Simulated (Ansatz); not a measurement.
C₃H₆F₂O, SMILES `CC(F)OCF`, charge 0, multiplicity 1.

**Question.** Give a relaxed structure at PBE0-D4/def2-TZVP (Ansatz 0.2.0). (Estimate.)

**Answer.** The calculation gave: 
Z-matrix (Å, degrees):
```
C
C 1 1.497
H 1 1.090 2 109.8
H 1 1.090 2 109.9 3 -120.1
H 1 1.091 2 109.5 3 119.7
F 2 1.385 1 109.6 3 177.8
O 2 1.390 1 108.9 3 -63.4
H 2 1.096 1 113.0 3 59.9
C 7 1.378 2 114.9 1 169.2
F 9 1.377 7 110.5 2 -75.2
H 9 1.090 7 107.1 2 167.3
H 9 1.094 7 112.0 2 44.3
```
This is one stationary point; other conformers may exist.
